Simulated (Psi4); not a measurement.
# BH2ClO (SMILES OBCl): levels of theory compared

We compute a comparison of 6 runs (B2PLYP/def2-SVPD, BHLYP/def2-SVPD, CAM-B3LYP/def2-SVPD, M06-2X/def2-SVPD, wB97M-V/def2-SVPD, wB97X/def2-SVPD) of BH2ClO. 

Program for the calculation: Psi4 1.11.

### 1 The structure to begin with

BH2ClO has 5 atoms, charge 0, and is taken as a singlet. SMILES: `OBCl`. The B2–H5 distance was set to 1.783 Å, away from the relaxed value. At this shape a bond of the SMILES string is far longer than usual.

Bond lengths: O1–B2 1.340 Å, B2–Cl3 1.766 Å, O1–H4 0.963 Å. Angles: O1–B2–Cl3 121.0°, B2–O1–H4 113.9°. A long bond or contact: B2–H5 1.783 Å.

### 2 A single-point energy at B2PLYP/def2-SVPD (density fitting for correlation) (run 1)

Contents of bclh2o.json:

```json
{
  "schema_name": "qcschema_input",
  "schema_version": 1,
  "molecule": {
    "schema_name": "qcschema_molecule",
    "schema_version": 2,
    "symbols": ["O", "B", "Cl", "H", "H"],
    "geometry": [-2.42920514, -0.52841656, -0.46915853, -0.08159837, 0.3812976, -0.20308509, 0.69243345, 3.46759831, -1.21068706, -3.59025287, 0.64283569, -1.23789911, 2.31170197, -1.54031576, 1.18788184],
    "molecular_charge": 0,
    "molecular_multiplicity": 1,
    "fix_symmetry": "c1"
  },
  "driver": "energy",
  "model": {
    "method": "b2plyp",
    "basis": "def2-SVPD"
  },
  "keywords": {
    "reference": "rks",
    "puream": true,
    "e_convergence": 1e-09,
    "d_convergence": 1e-08,
    "scf_type": "pk",
    "dft_radial_points": 99,
    "dft_spherical_points": 590,
    "num_frozen_docc": 7
  }
}
```

On the command line:

```bash
psi4 --qcschema bclh2o.json -n 1 --memory 1600MB
```

stdout:

```text
[...]
  Running in c1 symmetry.
[...]
  Nuclear repulsion =   83.011273382405520
[...]
  Multiplicity = 1
[...]
  Nalpha       = 16
  Nbeta        = 16
[...]
    Number of basis functions: 86
[...]
   @RKS iter   1:  -560.80159943020556   -4.21567e-01   6.23959e-03 ADIIS/DIIS
[...]
   @RKS iter  11:  -560.91191946998606   -3.29692e-12   3.67921e-09 DIIS
[...]
    Orbital Energies [Eh]
    ---------------------
    Doubly Occupied:
       1A   -102.911729     2A    -19.796193     3A     -9.942721
       4A     -7.587674     5A     -7.583636     6A     -7.582732
       7A     -7.248863     8A     -1.207630     9A     -0.969977
      10A     -0.690072    11A     -0.567808    12A     -0.504433
      13A     -0.494589    14A     -0.412776    15A     -0.410949
      16A     -0.348939
[...]
  @RKS Final Energy:  -560.91191946998606
   => Energetics <=
    Nuclear Repulsion Energy =             83.0112733824055198
    One-Electron Energy =                -937.1550400142668877
    Two-Electron Energy =                 313.0482200394463916
    DFT Exchange-Correlation Energy =     -19.8163728775711085
    Empirical Dispersion Energy =           0.0000000000000000
    VV10 Nonlocal Energy =                  0.0000000000000000
    Total Energy =                       -560.9119194699860600
[...]
 Multipole Moments:
 ------------------------------------------------------------------------------------
     Multipole            Electronic (a.u.)      Nuclear  (a.u.)        Total (a.u.)
 ------------------------------------------------------------------------------------
 L = 1.  Multiply by 2.5417464519 to convert [e a0] to [Debye]
 Dipole X            :          0.3448373           -0.9332211           -0.5883838
 Dipole Y            :          2.6322048           -2.3290216            0.3031832
 Dipole Z            :         -0.9429829            0.6675636           -0.2754193
 Magnitude           :                                                    0.7169180
[...]
```

The result, in JSON:

```text
{
 "driver": "energy",
 "model": {
  "method": "b2plyp",
  "basis": "def2-SVPD"
 },
 "success": true,
 "return_result": -561.0562264720542,
 "properties": {
  "calcinfo_nbasis": 86,
  "calcinfo_nmo": 86,
  "calcinfo_nalpha": 16,
  "calcinfo_nbeta": 16,
  "calcinfo_natom": 5,
  "nuclear_repulsion_energy": 83.01127338240552,
  "return_energy": -561.0562264720542,
  "scf_one_electron_energy": -937.1550400142669,
  "scf_two_electron_energy": 313.0482200394464,
  "scf_xc_energy": -19.81637287757111,
  "scf_dipole_moment": [-0.5883838333641416, 0.30318317701217135, -0.2754192727261031],
  "scf_total_energy": -560.9119194699861,
  "scf_iterations": 11
 }
}
```

Run time: 12 s. Hardware: 1 thread of Intel Xeon Platinum 8375C at 2.90GHz (Ice Lake), shared host; peak memory 0.96 GiB.

### 3 Energy and forces at BHLYP/def2-SVPD (run 2)

Contents of calc.dat:

```
memory 1600 MB

molecule molecule1 {
  0 1
  O
  B 1 r2
  Cl 2 r3 1 a3
  H 1 r4 2 a4 3 d4
  H 2 r5 1 a5 4 d5

  r2 = 1.339731
  r3 = 1.766187
  a3 = 121.03681
  r4 = 0.962874
  a4 = 113.87792
  d4 = -0.00429
  r5 = 1.783199
  a5 = 119.80521
  d5 = -179.99981
  symmetry c1
}

set {
  basis                def2-SVPD
  puream               true
  e_convergence        1e-09
  d_convergence        1e-08
  scf_type             pk
  dft_radial_points    99
  dft_spherical_points 590
}

result, w = gradient("bhhlyp", return_wfn=True)
oeprop(w, "DIPOLE", "LOWDIN_CHARGES", "QUADRUPOLE", title="BHHLYP")
print_variables()
```

On the command line:

```bash
psi4 calc.dat calc.out -n 1
```

calc.out:

```text
[...]
  Running in c1 symmetry.
[...]
  Nuclear repulsion =   83.011278996544846
[...]
  Multiplicity = 1
[...]
  Nalpha       = 16
  Nbeta        = 16
[...]
    Number of basis functions: 86
[...]
   @RKS iter   1:  -561.12163009319136   -4.07075e-01   6.41137e-03 DIIS/ADIIS
[...]
   @RKS iter  11:  -561.23814268820820   -3.41061e-12   3.61481e-09 DIIS
[...]
  @RKS Final Energy:  -561.23814268820820
   => Energetics <=
    Nuclear Repulsion Energy =             83.0112789965448457
    One-Electron Energy =                -937.2517696662778235
    Two-Electron Energy =                 314.3557700473174918
    DFT Exchange-Correlation Energy =     -21.3534220657927101
    Empirical Dispersion Energy =           0.0000000000000000
    VV10 Nonlocal Energy =                  0.0000000000000000
    Total Energy =                       -561.2381426882081996
[...]
  -Total Gradient:
     Atom            X                  Y                   Z
    ------   -----------------  -----------------  -----------------
       1       -0.000003270345     0.001491559601    -0.017004356301
       2        0.000010562136    -0.062424435417    -0.023295737347
       3       -0.000001614411    -0.005592887270    -0.000858932077
       4        0.000001197927    -0.006459173256    -0.001569476291
       5       -0.000006881030     0.072986844938     0.042715563009
[...]
 Multipole Moments:
 ------------------------------------------------------------------------------------
     Multipole            Electronic (a.u.)      Nuclear  (a.u.)        Total (a.u.)
 ------------------------------------------------------------------------------------
 L = 1.  Multiply by 2.5417464519 to convert [e a0] to [Debye]
 Dipole X            :          0.0001219           -0.0000516            0.0000703
 Dipole Y            :         -2.5572075            2.0192129           -0.5379946
 Dipole Z            :          1.1718253           -1.6320727           -0.4602474
 Magnitude           :                                                    0.7080013
 L = 2.  Multiply by 1.3450342976 to convert [e a0^2] to [Debye ang]
 Quadrupole XX       :        -18.9074731            0.0000001          -18.9074730
 Quadrupole XY       :          0.0010990           -0.0010330            0.0000660
[...]
```

Run time: 13 s. Hardware: 1 thread of Intel Xeon Platinum 8375C at 2.90GHz (Ice Lake), shared host; peak memory 0.96 GiB.

Runs 3 to 5 aren't shown in full; the table further down has their settings and results.

### 4 Energy and forces at wB97X/def2-SVPD (run 6)

Contents of input.inp:

```
memory 1.6 GB

molecule {
  0 1
  O     -2.42920514    -0.52841656    -0.46915853
  B     -0.08159837     0.38129760    -0.20308509
  Cl     0.69243345     3.46759831    -1.21068706
  H     -3.59025287     0.64283569    -1.23789911
  H      2.31170197    -1.54031576     1.18788184
  units bohr
  symmetry c1
}

set basis def2-SVPD
set puream true
set e_convergence 1e-09
set d_convergence 1e-08
set scf_type pk
set dft_radial_points 99
set dft_spherical_points 590

e, wfn = gradient('wb97x', return_wfn=True)
oeprop(wfn, 'MAYER_INDICES', 'LOWDIN_CHARGES', 'MULLIKEN_CHARGES')
print_variables()
```

On the command line:

```bash
psi4 input.inp input.out -n 1
```

input.out:

```text
[...]
  Running in c1 symmetry.
[...]
  Nuclear repulsion =   83.011273382405520
[...]
  Multiplicity = 1
[...]
  Nalpha       = 16
  Nbeta        = 16
[...]
    Number of basis functions: 86
[...]
   @RKS iter   1:  -561.14761517614136   -4.84147e-01   6.49445e-03 DIIS/ADIIS
[...]
   @RKS iter  11:  -561.26509025763721   -1.26192e-11   7.64149e-09 DIIS
[...]
  @RKS Final Energy:  -561.26509025763721
   => Energetics <=
    Nuclear Repulsion Energy =             83.0112733824055198
    One-Electron Energy =                -937.2071695429071951
    Two-Electron Energy =                 323.7975748246280432
    DFT Exchange-Correlation Energy =     -30.8667689217635903
    Empirical Dispersion Energy =           0.0000000000000000
    VV10 Nonlocal Energy =                  0.0000000000000000
    Total Energy =                       -561.2650902576370981
[...]
 Multipole Moments:
 ------------------------------------------------------------------------------------
     Multipole            Electronic (a.u.)      Nuclear  (a.u.)        Total (a.u.)
 ------------------------------------------------------------------------------------
 L = 1.  Multiply by 2.5417464519 to convert [e a0] to [Debye]
 Dipole X            :          0.3295598           -0.9332211           -0.6036613
 Dipole Y            :          2.6138839           -2.3290216            0.2848622
 Dipole Z            :         -0.9398420            0.6675636           -0.2722783
 Magnitude           :                                                    0.7208945
[...]
  -Total Gradient:
     Atom            X                  Y                   Z
    ------   -----------------  -----------------  -----------------
       1       -0.009912365388     0.001566836143    -0.003252308998
       2       -0.047861627233     0.042919091862    -0.029575634982
       3       -0.002680140249     0.002386325313    -0.001651841409
       4        0.001311443635    -0.000217491360     0.000434654617
       5        0.059228558082    -0.046635806331     0.034060493945
[...]
  Mulliken Charges: (a.u.)
   Center  Symbol    Alpha    Beta     Spin     Total
       1     O     4.11109  4.11109  0.00000 -0.22218
       2     B     2.31782  2.31782  0.00000  0.36436
       3    CL     8.66724  8.66724  0.00000 -0.33448
       4     H     0.43237  0.43237  0.00000  0.13526
       5     H     0.47148  0.47148  0.00000  0.05704
   Total alpha = 16.00000, Total beta = 16.00000, Total charge = -0.00000
  Lowdin Charges: (a.u.)
   Center  Symbol    Alpha    Beta     Spin     Total
       1     O     4.05227  4.05227  0.00000 -0.10454
[...]
```

Run time: 17 s. Hardware: 1 thread of Intel Xeon Platinum 8375C at 2.90GHz (Ice Lake), shared host; peak memory 1 GiB.

### 5 All runs side by side

| run | level | task | fitting correlation | energy (Eh) | HOMO energy (eV) | LUMO energy (eV) | HOMO–LUMO gap (eV) | wall time |
| --- | --- | --- | --- | --- | --- | --- | --- | --- |
| 1 | B2PLYP/def2-SVPD (density fitting for correlation) | energy | density fitting | -561.056226 | -9.50 | 0.52 | 10.01 | 12 s |
| 2 | BHLYP/def2-SVPD | gradient | – | -561.238143 | -9.55 | 0.29 | 9.85 | 13 s |
| 3 | CAM-B3LYP/def2-SVPD | energy | – | -561.263642 | -9.79 | 0.42 | 10.21 | 13 s |
| 4 | M06-2X/def2-SVPD | energy | – | -561.237198 | -9.53 | 0.13 | 9.66 | 26 s |
| 5 | wB97M-V/def2-SVPD | energy | – | -561.234812 | -10.55 | 0.81 | 11.36 | 75 s |
| 6 | wB97X/def2-SVPD | gradient | – | -561.265090 | -10.82 | 1.60 | 12.41 | 17 s |

### 6 What came out

```
                       quantity          value
            run 6: total energy  -561.26509 Eh
           run 6: dipole moment         1.83 D
             run 6: HOMO energy      -10.82 eV
             run 6: LUMO energy        1.60 eV
           run 6: HOMO–LUMO gap       12.41 eV
run 6: largest force on an atom     4.254 eV/Å
```

What this shows: Over runs 2, 3, 4, 5, 6 the dipole moment (its size) runs from 1.78 D (M06-2X/def2-SVPD) to 1.87 D (wB97M-V/def2-SVPD). The HOMO–LUMO gap runs from 9.66 eV (M06-2X/def2-SVPD) to 12.41 eV (wB97X/def2-SVPD). Totals of different functionals can't be ranked against each other. All runs together took 2.6 min, the longest 75 s.
